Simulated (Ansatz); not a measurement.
# C₂H₄Cl₂: vertical ionisation energy

One table from this session's results is given with a row withheld; the runs are named, their logs left out.

Program: Ansatz 0.2.0, Gaussian basis. Level of theory: unrestricted cation, the program's frozen cores in correlated methods. These are calculated values, not measurements.

The runs, in order: UKS PBE-D4/def2-TZVPP; UKS r2SCAN-D4/def2-TZVPP; UKS PBE0-D4/def2-TZVPP; UKS B3LYP-D4/def2-TZVPP; UKS wB97X-V/def2-TZVPP; UKS wB97M-V/def2-TZVPP; UKS B2PLYP/def2-TZVPP; UHF-CCSD(T)/def2-TZVPP; UHF-MP2/def2-QZVPP; extrapolation to the limit; then −ε(HOMO) from the neutral's earlier runs with LDA (SPW92), PBE-D4, revPBE-D4, BLYP-D4, r2SCAN-D4, B97M-V, PBE0-D4, B3LYP-D4, r2SCANh-D4, r2SCAN0-D4, HSE06-D4, BHLYP-D4, CAM-B3LYP-D4, LC-ωPBE, ωB97X-V, ωB97M-V.

## The relaxed structure

The geometry comes from an earlier relaxation with PBE0-D4 in a triple-zeta def2 set; it is a stationary point, not always the lowest conformer.

SMILES `ClCCCl`, 8 atoms, charge 0, spin multiplicity 1.

Atoms are counted from 1 here; the program's logs count them from 0.

Bond lengths: Cl1–C2 1.776 Å, C2–C3 1.504 Å, C2–H5 1.091 Å, C2–H6 1.089 Å, C3–Cl4 1.776 Å, C3–H7 1.091 Å, C3–H8 1.089 Å. Angles: Cl1–C2–C3 112.5°, Cl1–C2–H5 107.0°, Cl1–C2–H6 107.4°, C3–C2–H5 109.3°, C3–C2–H6 111.2°, H5–C2–H6 109.3°, C2–C3–Cl4 112.5°, C2–C3–H7 109.3°, C2–C3–H8 111.2°, Cl4–C3–H7 107.0°, Cl4–C3–H8 107.4°, H7–C3–H8 109.3°.

Coordinates:

```
Cl   -2.03177    0.13996   -0.47633
C    -0.45131    0.55504    0.21923
C     0.63914   -0.37871   -0.22944
Cl    0.44386   -2.01787    0.42555
H    -0.21479    1.56873   -0.10830
H    -0.55877    0.54360    1.30292
H     1.60128   -0.00576    0.12548
H     0.66456   -0.46218   -1.31500
```

The first run:

Contents of in.yaml:

```yaml
crystal:
  periodic: [false, false, false]
  atoms:
    - {symbol: Cl, position_ang: [-2.031774, 0.139958, -0.476332]}
    - {symbol: C, position_ang: [-0.451307, 0.555039, 0.219230]}
    - {symbol: C, position_ang: [0.639141, -0.378713, -0.229440]}
    - {symbol: Cl, position_ang: [0.443858, -2.017868, 0.425547]}
    - {symbol: H, position_ang: [-0.214793, 1.568727, -0.108300]}
    - {symbol: H, position_ang: [-0.558773, 0.543597, 1.302919]}
    - {symbol: H, position_ang: [1.601284, -0.005760, 0.125480]}
    - {symbol: H, position_ang: [0.664565, -0.462180, -1.315004]}
basis:
  gaussian: {orbitals: def2-TZVPP}
total_charge: 1
magnetization: {spin_polarized: true, initial_magnetization: 1}
hamiltonian: {xc: pbe, dispersion: d4}
```

On the command line:

```sh
$ ansatz run in.yaml --threads 4 --pin off --events-out ev --progress --plain --max-ram 10444MiB
```

Steps of the session up to this table: Cation, UKS PBE-D4/def2-TZVPP; Cation, UKS r2SCAN-D4/def2-TZVPP; Cation, UKS PBE0-D4/def2-TZVPP; Cation, UKS B3LYP-D4/def2-TZVPP; Cation, UKS wB97X-V/def2-TZVPP; Cation, UKS wB97M-V/def2-TZVPP; Cation, UKS B2PLYP (frozen core)/def2-TZVPP; Cation, UHF-CCSD(T)/def2-TZVPP; Cation, UHF-MP2/def2-QZVPP.

One of the session's tables, all rows but one given; the rest of the session is left out.

For comparison, −ε(HOMO) of the neutral from earlier runs:

| functional | −ε(HOMO) (eV) |
| --- | --- |
| LDA (SPW92) | 7.15 |
| PBE-D4 | 7.03 |
| revPBE-D4 | ? |
| BLYP-D4 | 6.88 |
| r2SCAN-D4 | 7.38 |
| B97M-V | 7.49 |
| PBE0-D4 | 8.47 |
| B3LYP-D4 | 8.19 |
| r2SCANh-D4 | 7.90 |
| r2SCAN0-D4 | 8.69 |
| HSE06-D4 | 8.06 |
| BHLYP-D4 | 9.76 |
| CAM-B3LYP-D4 | 9.86 |
| LC-ωPBE | 11.32 |
| ωB97X-V | 10.93 |
| ωB97M-V | 10.76 |

Estimate the missing values for revPBE-D4.

As computed: −ε(HOMO) (eV): 6.99. In the column «−ε(HOMO) (eV)» it lies between BLYP-D4 (6.88) and PBE-D4 (7.03).
